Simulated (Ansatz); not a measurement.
# AlH2F+ (doublet): wave-function methods side by side, def2-QZVPP

The task here is to estimate one member of a computed series from the others.

The runs use Ansatz 0.2.0, Gaussian basis; def2-QZVPP, core rule «outside noble gas», up to 6 orbitals frozen.

Plan: UHF; ROHF; CCSD(T) on UHF.

2 further runs of the same task are left out: 2 set aside as unsound or not needed.

## The system

The geometry is a PBE0/def2-TZVP stationary point (not a proven minimum) of the parent state, kept for this charge and spin.

4 atoms, charge 1, spin multiplicity 2.

Atoms are counted from 1 here; the program's logs count them from 0.

Bond lengths: Al1–F2 1.669 Å, Al1–H3 1.928 Å, Al1–H4 1.928 Å. Angles: F2–Al1–H3 80.3°, F2–Al1–H4 80.3°, H3–Al1–H4 160.7°.

Geometry (Å):

```xyz
4
AlFH2
Al    0.00000    0.00000    0.67407
F     0.00000    0.00000   -0.99449
H     0.00000   -1.90080    0.35045
H     0.00000    1.90080    0.35045
```

The first run:

in.yaml reads:

```yaml
crystal:
  periodic: [false, false, false]
  atoms:
    - {symbol: Al, position_ang: [0.000000, 0.000000, 0.674065]}
    - {symbol: F, position_ang: [0.000000, 0.000000, -0.994493]}
    - {symbol: H, position_ang: [0.000000, -1.900804, 0.350451]}
    - {symbol: H, position_ang: [0.000000, 1.900804, 0.350450]}
basis:
  gaussian: {orbitals: "def2-QZVPP.json"}
total_charge: 1
magnetization: {spin_polarized: true, initial_magnetization: 1}
hamiltonian: {xc: hf}
output: {orbitals: {seedname: orbitals}}
```

Command:

```sh
> ansatz run in.yaml --threads 1 --pin off --events-out ev --progress --plain --max-ram 2393MiB
```

Steps of the session up to this table: UHF; ROHF; CCSD(T) on UHF.

One of the session's tables, all rows but one given; the rest of the session is left out.

| method | from UCCSD(T) (meV) |
| --- | --- |
| ROHF | ? |
| UHF | +9765.6 |
| UMP2 | +835.9 |
| UCCSD | +363.2 |
| UCCSD(T) | 0 |

**Question.** Estimate the row for ROHF.

The run gave: from UCCSD(T) (meV): +10647.6. In the column «from UCCSD(T) (meV)» it is the highest.

Caveats from the session: The determinant is far from a pure spin state, so its energy mixes those of several spin states (harmless only where they are near-degenerate, as at dissociation).
